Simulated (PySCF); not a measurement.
hydrogen peroxide cation (H2O2), SMILES OO (connectivity only; charge and spin as stated), charge +1, multiplicity 2.

Geometry optimised at ωB97X-D3(BJ)/def2-TZVP. The spin state was assumed, not searched.

Calculation: TDA-ωB97X/def2-TZVPD (PySCF 2.14.0).

Vertical excitations. The molecule is in vacuum.

Computed lowest excited states:
| state | energy (eV) | λ (nm) | f | main pairs |
|---|---|---|---|---|
| root 1 | 3.25 | 382 | 0.000 | β HOMO→LUMO 100 % |
| root 2 | 6.43 | 193 | 0.079 | β HOMO−1→LUMO 89 % |
| root 3 | 8.33 | 149 | 0.003 | α HOMO→LUMO 30 %, α HOMO→LUMO+2 6 %, β HOMO−2→LUMO 62 % |
| root 4 | 8.73 | 142 | 0.002 | α HOMO→LUMO 51 %, β HOMO−2→LUMO 37 % |
| root 5 | 9.04 | 137 | 0.000 | β HOMO−3→LUMO 97 % |
| root 6 | 9.77 | 127 | 0.000 | α HOMO−1→LUMO 41 %, α HOMO−1→LUMO+2 7 %, β HOMO→LUMO+1 33 %, β HOMO→LUMO+3 9 % |
| root 7 | 10.51 | 118 | 0.000 | α HOMO→LUMO+1 91 % |
| root 8 | 11.55 | 107 | 0.003 | α HOMO→LUMO+2 74 %, α HOMO→LUMO 14 % |
| root 9 | 11.60 | 107 | 0.055 | α HOMO−1→LUMO 38 %, β HOMO→LUMO+1 42 % |
| root 10 | 11.68 | 106 | 0.000 | α HOMO−1→LUMO+1 24 %, β HOMO→LUMO+2 68 % |
Unrestricted roots are not spin-pure.
